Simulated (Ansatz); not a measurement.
Basis sets compared for C₂H₄ (the lowest singlet isomer of a short search). Total charge 0; singlet. Geometry r2SCAN-D4/def2-TZVP. Ansatz on 4 threads of Intel Xeon 6975P-C on a shared host; times are rough, and most runs start from earlier orbitals.

```xyz
6

C     0.3802    0.1415    0.5241
C    -0.3802   -0.1415   -0.5241
H    -0.4536   -1.1494   -0.9187
H     0.4536    1.1494    0.9187
H    -0.9600    0.6232   -1.0301
H     0.9600   -0.6232    1.0301
```

The structure comes from a short search, and lower isomers may exist.

Binding counts from free atoms (C triplet, H doublet) in the same basis, without a counterpoise term.

```
                          level  functions  energy (Eh)  HOMO (eV)  LUMO (eV)  binding per atom (eV)  wall time
                      HF/STO-3G         14     -77.0733      -8.93       8.76                   3.67     0.05 s
                       HF/6-31G         26     -78.0041     -10.18       4.80                   2.97      0.1 s
                PBE-D4/def2-SVP         48     -78.4124      -6.63      -0.69                   4.15     0.15 s
               PBE-D4/def2-TZVP         86     -78.5021      -6.75      -0.94                   4.13     0.25 s
            r2SCAN-D4/def2-TZVP         86     -78.5614      -6.96      -0.67                   4.06     0.35 s
               PBE0-D4/def2-SVP         48     -78.4268      -7.82       0.41                   4.10     0.15 s
PBE0-D4/def2-TZVP (with forces)         86     -78.5138      -7.89       0.13                   4.08      0.3 s
```

**Question.** Estimate the rows for PBE-D4/def2-TZVPD, r2SCAN-D4/def2-TZVPD, PBE0-D4/def2-TZVPD.

**Answer.** 
```json
{"level": "PBE-D4/def2-TZVPD", "functions": "110", "energy (Eh)": "-78.5025", "HOMO (eV)": "-6.78", "LUMO (eV)": "-1.01", "binding per atom (eV)": "4.14", "wall time": "0.25 s"}
{"level": "r2SCAN-D4/def2-TZVPD", "functions": "110", "energy (Eh)": "-78.5615", "HOMO (eV)": "-6.97", "LUMO (eV)": "-0.71", "binding per atom (eV)": "4.06", "wall time": "0.45 s"}
{"level": "PBE0-D4/def2-TZVPD", "functions": "110", "energy (Eh)": "-78.5140", "HOMO (eV)": "-7.91", "LUMO (eV)": "0.04", "binding per atom (eV)": "4.08", "wall time": "0.25 s"}
```
